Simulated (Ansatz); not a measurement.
## Relaxing Au

Method: DFT r2SCAN, scalar-relativistic, plane waves, PAW (Ansatz). Cutoff 500 eV, Γ-centred k mesh, Gaussian smearing, no spin polarisation in the final step.

This is the end of a relaxation of cell and atoms.

```
Au
1.0
    -1.74272    1.74272    1.45638
     1.74272   -1.74272    1.45638
     1.74272    1.74272   -1.45638
Au
1
Direct
  0.00000 0.00000 0.00000
```

Energies count from the standard state of Au at the same level.

What space group does it have?

I4/mmm (No. 139). Conventional cell: a = 3.485 Å, c = 2.913 Å. Around Au lie 10 Au at 2.86–2.91 Å and 4 Au at 3.49 Å.

How far above the standard state of Au does it lie?

0.01 eV/atom.

Is it a metal?

Yes, bands cross the Fermi level on the 24×24×24 mesh.

The final run used a 24×24×24 mesh on its 1-atom cell and 0.10 eV smearing. For metals, differences of a few meV/atom aren't resolved. Spin–orbit coupling is left out. The cell came from a trial start, so Au may not exist in this structure.